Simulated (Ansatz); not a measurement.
# CH3NO2: the cost of one run

Method: the levels named in each step, in Ansatz 0.2.0.

### 1 The starting structure

Bond lengths: O2–C3 1.145 Å, C3–O4 1.145 Å, N1–H5 1.013 Å, N1–H6 1.013 Å, N1–H7 1.012 Å. Angles: O2–C3–O4 175.2°, H5–N1–H6 107.9°, H5–N1–H7 107.5°, H6–N1–H7 107.8°.

Coordinates:

```xyz
7

N    -1.4388    0.9052    0.8257
O     1.3226    0.1305    0.3842
C     0.5502   -0.3455   -0.3144
O    -0.1501   -0.8670   -1.0554
H    -1.3156    1.9102    0.8035
H    -2.2952    0.6858    0.3316
H    -1.5616    0.6339    1.7934
```

### 2 A rough first relaxation, PBE-D4/def2-SVP

This run stands in another session on the same molecule. It ended at:

```xyz
7

N    -1.4703    0.9231    0.8388
O     1.4038    0.1044    0.3685
C     0.6145   -0.3869   -0.3514
O    -0.0895   -0.9314   -1.1200
H    -1.3698    1.9476    0.8369
H    -2.3659    0.7294    0.3700
H    -1.6114    0.6669    1.8257
```

### 3 Relaxation, HF/STO-3G

input.yaml

```yaml
crystal:
  periodic: [false, false, false]
  atoms:
    - { symbol: "N", position_ang: [-1.47031852, 0.92313025, 0.83878102] }
    - { symbol: O, position_ang: [1.40377733, 0.10435014, 0.36848107] }
    - { symbol: C, position_ang: [0.61450627, -0.3868678, -0.35144359] }
    - { symbol: O, position_ang: [-0.08947931, -0.93140317, -1.11998022] }
    - { symbol: H, position_ang: [-1.36978665, 1.94756299, 0.83690016] }
    - { symbol: H, position_ang: [-2.36592878, 0.7293503, 0.36997887] }
    - { symbol: H, position_ang: [-1.61142035, 0.66690729, 1.8257327] }
basis:
  gaussian: { orbitals: STO-3G }
hamiltonian:
  xc: hf
relax:
  f_tol: 0.002
  max_steps: 150
```

On the command line:

```bash
$ ansatz run input.yaml --threads 2 --pin off --max-ram 5120MiB --backend cpu --events-out ev --progress --plain --runs-dir out
```

What time and memory should one allow on 2 threads of Arm Neoverse N1, shared host?

About 3.4 s, with a peak of 0.1 GiB.
